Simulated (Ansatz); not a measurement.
Input file:

```yaml
crystal:
  periodic: [false, false, false]
  atoms:
    - {symbol: Al, position_ang: [0.000000, 0.000000, 0.000000]}
    - {symbol: H, position_ang: [0.938603, 2.131159, 0.945759]}
    - {symbol: H, position_ang: [-0.944304, -2.126606, 0.950321]}
    - {symbol: H, position_ang: [-0.951772, 2.120720, -0.956008]}
    - {symbol: H, position_ang: [0.957473, -2.125273, -0.940072]}
basis:
  gaussian: {orbitals: def2-SVP}
total_charge: 1
magnetization: {spin_polarized: false, initial_magnetization: 2}
correlation: {active_space: {ras: {orbitals: [2, 2, 29], electrons: 6, max_holes: 2, max_particles: 2}, fixed_orbitals: true}}
output: {forces: true}
```

```sh
$ ansatz run in.yaml --threads 1 --pin off --events-out ev --progress --plain --max-ram 2393MiB
```

Log:

```
364 factors; integrals over basis functions are off by at most 7.8e-4 eV
mean field evaluation 1: about -6624.2497 eV, gradient 5.6e0 eV
mean field evaluation 2: about -6624.2514 eV, gradient 5.6e0 eV
mean field evaluation 4: about -6624.6408 eV, gradient 4.1e-1 eV
mean field evaluation 8: about -6624.6430 eV, gradient 6.8e-5 eV
mean field evaluation 16: about -6624.6430 eV, gradient 1.5e-5 eV
mean field evaluation 32: about -6625.5268 eV, gradient 2.0e-1 eV
mean field evaluation 64: about -6621.5773 eV, gradient 1.0e1 eV
mean field evaluation 96: about -6621.5402 eV, gradient 1.2e1 eV
mean field -6625.52679732 eV, -243.4836188582 hartree, gradient 1.8e-6 eV, S^2 2.000000; 9 other end points of the search recorded, 0 dependent functions left out
reference -6625.52679732 eV, -243.4836188582 hartree; 9, 7 occupied and 29, 31 virtual orbitals, 364 factors
state -6629.08437597 eV, -243.6143574622 hartree
the calculation of the forces begins
WARN: the results are in doubt because the forces break the atoms' symmetry
Total energy: -6629.08437597 eV, -243.6143574622 hartree
Atom 0 at     0.000000     0.000000     0.000000 Å, force    -0.833529    -0.002588    -0.002500 eV/Å
Atom 1 at     0.938603     2.131159     0.945759 Å, force    -0.006279    -0.248872    -0.030786 eV/Å
Atom 2 at    -0.944304    -2.126606     0.950321 Å, force     0.421959     0.974022    -0.355648 eV/Å
Atom 3 at    -0.951772     2.120720    -0.956008 Å, force     0.425858    -0.971390     0.358191 eV/Å
Atom 4 at     0.957473    -2.125273    -0.940072 Å, force    -0.008009     0.248828     0.030743 eV/Å
Dipole moment:     0.038918     0.000121     0.000117 e Å
In doubt: the forces break the atoms' symmetry
```

Natural occupations: 1.9281 1.5315 1.0045 0.9889 0.4653 0.0436 0.0142 0.0136 0.0017 0.0014 0.0013 0.0010 0.0010 0.0007 0.0007 0.0004 0.0004 0.0004 0.0002 0.0002 0.0001 0.0001 0.0001 0.0001.

Ran on 1 thread of Arm Neoverse V2, shared host: 1.1 s wall, 0.16 GiB peak host memory.
